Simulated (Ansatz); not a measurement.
Born–Oppenheimer molecular dynamics of C3H6S (10 atoms, charge 0, multiplicity 1). It starts from a relaxed structure.

The calculation used RKS B3LYP/6-31G* (Ansatz 0.2.0).

```
ensemble        : NVT, Langevin thermostat
time step       : 1 fs
steps asked     : 100
set temperature : 700 K
friction        : 0.001 /fs
seed            : 208101
```

First frame:

```xyz
10
Properties=species:S:1:pos:R:3
C -1.053 0.535 -0.456
C -0.081 -0.538 -0.019
C 1.187 -0.180 0.659
S 1.431 -0.836 -1.042
H -1.679 0.189 -1.284
H -1.714 0.805 0.378
H -0.521 1.434 -0.783
H -0.544 -1.468 0.308
H 1.556 -0.817 1.459
H 1.417 0.876 0.781
```

Question: What does the run give?

Answer: All steps were run.

```
steps done                                               : 100
time covered                                             : 100 fs
mean temperature over the second half                    : 422 K
spread of the potential energy over the second half      : 8.5 meV per atom
mean potential energy of the second half above the start : 51.4 meV per atom
```

The mean temperature of the second half is 40 % below the set value. A run of 0.1 ps of so small a system gives no equilibrium averages.

Question: What happens to the structure?

Answer: The same pairs are bonded in the first frame and the last. Pairs count as bonded within 1.25 times the sum of covalent radii (0.12 Å more for H–H). Another seed would give other details.

Question: How do temperature and energy run in time?

Answer: 
```json
{"time (fs)": "0.0", "T (K)": "630", "potential energy less start (eV)": "0.000"}
{"time (fs)": "8.0", "T (K)": "139", "potential energy less start (eV)": "0.684"}
{"time (fs)": "16.0", "T (K)": "459", "potential energy less start (eV)": "0.259"}
{"time (fs)": "24.0", "T (K)": "249", "potential energy less start (eV)": "0.609"}
{"time (fs)": "32.0", "T (K)": "500", "potential energy less start (eV)": "0.306"}
{"time (fs)": "40.0", "T (K)": "192", "potential energy less start (eV)": "0.713"}
{"time (fs)": "48.0", "T (K)": "462", "potential energy less start (eV)": "0.404"}
{"time (fs)": "56.0", "T (K)": "390", "potential energy less start (eV)": "0.488"}
{"time (fs)": "64.0", "T (K)": "324", "potential energy less start (eV)": "0.642"}
{"time (fs)": "72.0", "T (K)": "459", "potential energy less start (eV)": "0.464"}
{"time (fs)": "80.0", "T (K)": "498", "potential energy less start (eV)": "0.448"}
{"time (fs)": "88.0", "T (K)": "416", "potential energy less start (eV)": "0.583"}
{"time (fs)": "96.0", "T (K)": "471", "potential energy less start (eV)": "0.490"}
```

The run took 2.1 min on 1 thread of Intel(R) Xeon(R) 6975P-C (Granite Rapids), on a shared host, peak memory 0.16 GiB.
